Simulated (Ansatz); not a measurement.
# Si2H4 (SMILES [SiH][SiH3]): methods side by side

Si2H4 has 6 atoms, charge 0, and is taken as a triplet. As SMILES, `[SiH][SiH3]`. The coordinates come from a GFN2-xTB relaxation.

Each level gives the electronic atomisation energy (eV). The values are calculated. Electronic energies at fixed atoms, without zero-point motion or spin-orbit coupling.

```tsv
level	kind	program	value (eV)	less FCI/STO-3G
UHF/STO-3G	Hartree–Fock	Ansatz	17.33	-1.69
U-revPBE/STO-3G	GGA	Ansatz	21.43	+2.41
UPBE0/STO-3G	global hybrid	Ansatz	21.42	+2.40
UCAM-B3LYP/STO-3G	range-separated hybrid	Ansatz	21.60	+2.58
UMP2/STO-3G	perturbation theory	Ansatz	18.52	-0.50
UBCCD(T)/STO-3G	coupled cluster or CI	Ansatz	19.01	-0.01
UCCSDT(Q)/STO-3G	coupled cluster or CI	Ansatz	19.02	0.00
FCI/STO-3G	exact in the basis	Ansatz	19.02	0.00
```

FCI/STO-3G is exact within its basis and frozen core, so for wave-function methods in that basis the difference is their error; functionals converge differently with the basis, so for them it is only a difference. The values span 17.33 to 21.60 eV. All rows use very small basis sets, so even the best lies far from the true value.
